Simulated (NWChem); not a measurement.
# propene (C₃H₆)

```xyz
9

C      0.2514     1.2161     0.0000
C     -0.4594    -0.0966     0.0000
C      0.1256    -1.2953     0.0000
H     -0.0241     1.8172    -0.8830
H     -0.0241     1.8172     0.8830
H      1.3441     1.0885     0.0000
H     -1.5565    -0.0506     0.0000
H      1.2160    -1.3996     0.0000
H     -0.4609    -2.2178     0.0000
```
Charge 0, spin multiplicity 1.

Everything below was run with NWChem. All single points use one geometry, from PBE0/def2-SVP, a minimum by its harmonic frequencies.

Symmetry labels belong to the abelian group Cs used in the runs, with the axes of the coordinates shown.

**Question.** List the lowest 6 singlet excitations that TD-PBE/def2-SVP gives, with oscillator strengths.

**Answer.** 
```tsv
state	symmetry	energy (eV)	wavelength (nm)	f
1	a"	7.58	163	0.002
2	a'	7.71	161	0.415
3	a"	7.90	157	0.001
4	a"	8.17	152	0.000
5	a"	8.52	146	0.001
6	a"	8.58	145	0.008
```
